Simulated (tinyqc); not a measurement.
Inside a calculation. Method: harmonic frequencies on the UHF/sto-6g surface (energies and gradients from PySCF), for NH, spin multiplicity 3. Computed by tinyqc, a small Python program that keeps every step (integrals from PySCF). Settings: charge = 0, multiplicity = 3, basis = sto-6g, delta = 0.005. Command: `OMP_NUM_THREADS=1 python tinyqc.py 22459 22460 out.jsonl` (the two numbers bound the seeds that draw the settings). One thread of a shared host (Intel(R) Xeon(R) Processor @ 2.60GHz), about 2 s of CPU time with the checks.

## One row of the Hessian: 2Hz

optimised positions (bohr), order 1N, 2H:
```
[[0.000000, 0.000000, -0.038695],
 [0.000000, 0.000000, 2.000230]]
```

gradient at +delta (hartree/bohr), order 1N, 2H:
```
[[0.00000000, 0.00000000, -0.00226810],
 [0.00000000, 0.00000000, 0.00226810]]
```

gradient at -delta (hartree/bohr), order 1N, 2H:
```
[[0.00000000, 0.00000000, 0.00229744],
 [0.00000000, 0.00000000, -0.00229744]]
```

Displace 2Hz by +/-0.005 bohr; H(k, :) = (g(+) - g(-)) / (2 delta).

row of the Hessian (hartree/bohr^2): [0.00000000, 0.00000000, -0.45655402, 0.00000000, 0.00000000, 0.45655402]

## Hessian by finite differences

All rows are made in the same way, and the matrix is symmetrised.

Hessian (symmetrised) (hartree/bohr^2), order 1Nx, 1Ny, 1Nz, 2Hx, 2Hy, 2Hz:
```
[[0.00000241, 0.00000000, 0.00000000, -0.00000241, 0.00000000, 0.00000000],
 [0.00000000, 0.00000241, 0.00000000, 0.00000000, -0.00000241, 0.00000000],
 [0.00000000, 0.00000000, 0.45655402, 0.00000000, 0.00000000, -0.45655402],
 [-0.00000241, 0.00000000, 0.00000000, 0.00000241, 0.00000000, 0.00000000],
 [0.00000000, -0.00000241, 0.00000000, 0.00000000, 0.00000241, 0.00000000],
 [0.00000000, 0.00000000, -0.45655402, 0.00000000, 0.00000000, 0.45655402]]
```

## Normal modes

masses (u): [14.003074, 1.007825]

Diagonalise H_ij / sqrt(m_i m_j); the 5 smallest eigenvalues belong to translations and rotations; wavenumber = sqrt(eigenvalue / 1822.888) x 219474.63; each mode has its largest component positive (the first on a tie); zero-point energy = sum of wavenumbers / 2, with 349.755 1/cm per kcal/mol.

eigenvalues of the mass-weighted Hessian (hartree/(bohr^2 u)): [0.000000, 0.000000, 0.000000, 0.000003, 0.000003, 0.485613]

harmonic wavenumbers of the vibrations (1/cm): [3582.2]

mass-weighted modes, order 1Nx, 1Ny, 1Nz, 2Hx, 2Hy, 2Hz:
```
[[0.000000],
 [0.000000],
 [-0.259113],
 [0.000000],
 [0.000000],
 [0.965847]]
```

zero-point energy = 5.121008 kcal/mol
